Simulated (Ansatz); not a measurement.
Frontier orbitals of `CC(CF)CF`.

Total charge 0; spin multiplicity 1. The geometry is a stationary point of PBE0-D4/def2-TZVP. It is one conformer, not always the lowest. Basis def2-TZVPP, the Gaussian-basis code of Ansatz.

Orbital energies of one run (eV). Highest occupied ones, from the top: -7.70, -7.72, -8.12, -8.36, -8.98, -9.68, -9.83, -10.92, -10.97, -12.04, -12.38, -12.52, -12.92, -14.44. Empty: 0.09, 0.54, 0.99, 1.55, 1.73, 2.11.

Q: Which functional gave them?
A. LDA (SPW92)
B. PBE0
C. BHLYP
D. ωB97M-V

A: A. HOMO energies: LDA (SPW92) -7.70, ωB97M-V -11.55, PBE0 -9.17, BHLYP -10.74 eV.
